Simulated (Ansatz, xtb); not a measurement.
Relative energy of two structures of H5MgSi2+

Structure a: a singlet given by its coordinates. Structure b: a singlet given by its coordinates. Both are isolated ions in the gas phase, relaxed with PBE0-D3(BJ)/def2-SVP.

a (Å):

```xyz
8

Mg   -1.6498    2.6752   -0.8651
Si   -0.6677    1.4558    1.3684
Si   -1.6039    0.3264    3.2205
H    -2.2793    3.4152   -2.2222
H     0.8230    1.3597    1.5266
H    -3.0645    0.5895    3.2778
H    -0.8512    0.7682    4.4265
H    -1.2898   -1.0874    2.8432
```

Close contacts (Å): Mg1–Si2 2.73, Si2–Si3 2.36, Mg1–H4 1.67, Si2–H5 1.50, Si3–H6 1.49, Si3–H7 1.49, Si3–H8 1.50.

b (Å):

```xyz
8

Mg   -1.7324    2.3347    0.2263
Si   -1.1236   -0.2345    1.7668
Si   -1.1590    1.4807    3.1044
H    -2.0772    3.3355   -1.0642
H     0.1292   -0.6193    1.0699
H    -2.3720   -0.9776    1.4628
H     0.0691    2.2827    3.3320
H    -2.4321    1.9246    3.7251
```

Close contacts (Å): Mg1–Si2 3.06, Mg1–Si3 3.06, Si2–Si3 2.18, Mg1–H4 1.67, Si2–H5 1.48, Si2–H6 1.48, Si3–H7 1.48, Si3–H8 1.48.

**Question.** Which of the two would you expect CCSD(T)/def2-TZVP electronic energies to favour?

**Answer.** Structure b; the calculation gives E(b) − E(a) = −2.8 kcal/mol.

Level by level:

```
               level              geometry  E(b) − E(a) (kcal/mol)  departure from the last row (kcal/mol)  job, with rough time for the two
PBE0-D3(BJ)/def2-SVP  PBE0-D3(BJ)/def2-SVP                      −4.4                                    −1.6             optimisation, 3.7 min
        HF/def2-TZVP  PBE0-D3(BJ)/def2-SVP                      +6.0                                    +8.8           part of the CCSD(T) run
       MP2/def2-TZVP  PBE0-D3(BJ)/def2-SVP                      −3.8                                    −1.0           part of the CCSD(T) run
   CCSD(T)/def2-TZVP  PBE0-D3(BJ)/def2-SVP                      −2.8                                                        single point, 57 s
```

HF/def2-TZVP puts the two in the other order. The largest departure from CCSD(T)/def2-TZVP is that of HF/def2-TZVP, 8.8 kcal/mol. Levels run at GFN2-xTB geometries aren't shown.

With harmonic frequencies from PBE0-D3(BJ)/def2-SVP (ideal gas, rigid rotor, one conformer each, 298.15 K, 1 atm): on the last row, ΔE + ΔZPE = −2.8 kcal/mol. A mode under 50 cm⁻¹ makes harmonic enthalpies and free energies unreliable, so none is given.

The correlated steps freeze 11 core orbitals; the last core shell of Mg is correlated, in a basis made for valence electrons. Run with Ansatz 0.2.0; the last row on 1 thread of Intel(R) Xeon(R) Processor @ 2.50GHz (Skylake/Cascade Lake) on a shared host.
